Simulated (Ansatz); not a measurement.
# Rubidium, bcc: convergence with Fermi-Dirac smearing

Computed with Ansatz, LDA, scalar-relativistic PAW, on the relaxed cell (a = 5.372 Å; spin not included). Errors count from a run at 420 eV on a Γ-centred 14×14×14 mesh with Fermi-Dirac smearing of 0.1 eV, extrapolated to zero width. Fixed here: cutoff 420 eV, mesh 8×8×8. The SCF starts from atomic densities corrected by a trained network.

```json
{"width (eV)": "0.01", "E(σ→0) error (meV/atom)": "8.6", "F error (meV/atom)": "8.1", "P (GPa)": "0.03", "SCF iterations": "6"}
{"width (eV)": "0.03", "E(σ→0) error (meV/atom)": "8.1", "F error (meV/atom)": "5.6", "P (GPa)": "0.02", "SCF iterations": "6"}
{"width (eV)": "0.1", "E(σ→0) error (meV/atom)": "4.3", "F error (meV/atom)": "-12.2", "P (GPa)": "0.02", "SCF iterations": "6"}
{"width (eV)": "0.2", "E(σ→0) error (meV/atom)": "-0.2", "F error (meV/atom)": "-56.7", "P (GPa)": "0.03", "SCF iterations": "6"}
{"width (eV)": "0.3", "E(σ→0) error (meV/atom)": "-2.2", "F error (meV/atom)": "-126.1", "P (GPa)": "0.06", "SCF iterations": "6"}
{"width (eV)": "0.6", "E(σ→0) error (meV/atom)": "-20.3", "F error (meV/atom)": "-488.3", "P (GPa)": "0.24", "SCF iterations": "6"}
{"width (eV)": "1.0", "E(σ→0) error (meV/atom)": "-132.7", "F error (meV/atom)": "-1260.8", "P (GPa)": "0.61", "SCF iterations": "6"}
```
